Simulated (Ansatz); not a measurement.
A made-up structure of CH₆AlSi (charge -1), singlet:

C1  (-0.510, 0.994, -0.756)
Si2  (0.034, -0.662, -0.643)
Al3  (0.458, -0.905, 1.323)
H4  (0.396, 1.721, -0.795)
H5  (-1.235, 1.393, 0.078)
H6  (-1.071, 0.877, -1.595)
H7  (1.220, -1.009, -1.696)
H8  (1.211, -2.151, 1.461)
H9  (-0.503, -0.257, 2.624)
(Å)

It is relaxed with PBE-D4/def2-SVPD and then PBE0-D4/def2-TZVPD (Ansatz 0.2.0). Atoms count as bonded within 1.22 times the sum of their covalent radii (H–H: 0.88 Å). The end point is not checked to be a true minimum.

(1) Does its bonding change? (A judgement: the text doesn't fix the answer.)

Answers

(1) By the calculation: No: no bond forms or breaks.

Where it ends: The first stage lowers the energy by 2.52 eV in 10 steps. It ends as CH₆AlSi ([CH3][SiH][AlH2]), total charge -1:
```xyz
9
angstrom
C -0.5860 1.1775 -0.9918
Si 0.0289 -0.6080 -0.6046
Al 0.5667 -1.1625 1.5926
H 0.2314 1.8995 -1.0772
H -1.2492 1.5142 -0.1890
H -1.1593 1.2042 -1.9243
H 1.1083 -0.8844 -1.6285
H 1.3596 -2.5295 1.9683
H -0.3004 -0.6110 2.8545
```

Labels in which every atom is bracketed show which atoms are joined, not bond orders.

For scale, one of the runs: PBE0-D4/def2-TZVPD relaxation, 177 basis functions, launched by `ansatz run in.yaml --threads 2 --pin off --events-out ev --progress --plain --max-ram 4352MiB`. The run took about 42 s on 2 CPU threads of an Arm Neoverse V1 (shared host).
